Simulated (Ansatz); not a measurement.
One stationary structure of InP. Space group F-43m (No. 216), zinc blende type. Method: PBE (plane waves to 420 eV, PAW, scalar-relativistic; Ansatz, a quantum-chemistry and plane-wave program).

```cif
data_InP
_chemical_formula_sum 'In1 P1'
_space_group_name_H-M_alt 'P 1'
_space_group_IT_number 1
_cell_length_a 4.21426
_cell_length_b 4.21426
_cell_length_c 4.21426
_cell_angle_alpha 60.000
_cell_angle_beta 60.000
_cell_angle_gamma 60.000
loop_
_space_group_symop_operation_xyz
  'x, y, z'
loop_
_atom_site_label
_atom_site_type_symbol
_atom_site_fract_x
_atom_site_fract_y
_atom_site_fract_z
_atom_site_occupancy
In1 In 0.25000 0.25000 0.25000 1
P1 P 0.00000 0.00000 0.00000 1
```

- Volume per atom: 26.46 Å³
- Density: 4.57 g/cm³
- Band gap: 0.44 eV, direct at Γ (no spin-orbit coupling)
- Shortest distances: In–P 2.58 Å
- k-mesh: 10×10×10

Band energies at high-symmetry points (eV from the VBM; labels of this space group; no spin-orbit coupling), from −5 eV up to 2.0 eV:

```
point             energies
-----  -------------------
Γ      0.00 0.00 0.00 0.44
X         -2.16 -2.16 1.85
U              -3.07 -1.80
K              -3.07 -1.80
L         -0.90 -0.90 1.38
W              -2.75 -2.69
```

No spin polarisation in the result.

Measured for InP: a 5.858 Å (static lattice; corrected from measurement; as listed in Daniel Mejia-Rodriguez, S. B. Trickey, Phys. Rev. B (2018)); gap 1.47 eV (static lattice; corrected from measurement; as listed in Wei Chen et al., Physical Review Materials (2018)). Computed minus measured — a: PBE +1.7 %; gap: PBE -1.03 eV. The computed values are for a static lattice, and a measured gap can be an optical one, lowered by exciton binding.

The run could not lose the symmetry of its start.
